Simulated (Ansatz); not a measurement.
# Eu (Eu, bcc): the cost of one run

Computed with Ansatz 0.2.0 (DFT, PBEsol, plane waves (420 eV) with PAW, scalar-relativistic, unless a step's input says otherwise).

## 1. The system as given

It takes space group Im-3m (No. 229, cubic). Conventional cell: a = 4.551 Å, b = 4.551 Å, c = 4.551 Å, α = 90.00°, β = 90.00°, γ = 90.00°. Around Eu (site symmetry m-3m) lie 8 Eu at 3.94 Å.

Coordinates:

```xyz
2
Lattice="4.5510 0.0000 0.0000 0.0000 4.5510 0.0000 0.0000 0.0000 4.5510" Properties=species:S:1:pos:R:3 pbc="T T T"
Eu    0.0000    0.0000    0.0000
Eu    2.2755    2.2755    2.2755
```

## 2. Relax

input.yaml

```yaml
crystal:
  lattice:
    - [4.551, 0.0, 0.0]
    - [0.0, 4.551, 0.0]
    - [0.0, 0.0, 4.551]
  atoms:
    - { symbol: Eu, position: [0.0, 0.0, 0.0], spin: 7.0 }
    - { symbol: Eu, position: [0.5, 0.5, 0.5], spin: -7.0 }
hamiltonian:
  xc: pbesol
  pseudopotentials:
    kind: paw
    azcp:
      Eu: "pseudopotentials/Eu.paw.azcp"
basis:
  ecutwfc: 420
  fft_grid_basis: typed
kpoints:
  mp_grid: { grid: [7, 7, 7], shift: [0, 0, 0] }
magnetization:
  spin_polarized: true
scf:
  occupations: { method: fermi_dirac, width: 0.05 }
relax:
  max_steps: 60
  f_tol: 0.01
  cell: {}
```

Q: Estimate wall time and peak memory on 4 threads of an x86-64 CPU, shared host.

About 6.6 s, with a peak of 0.49 GiB.
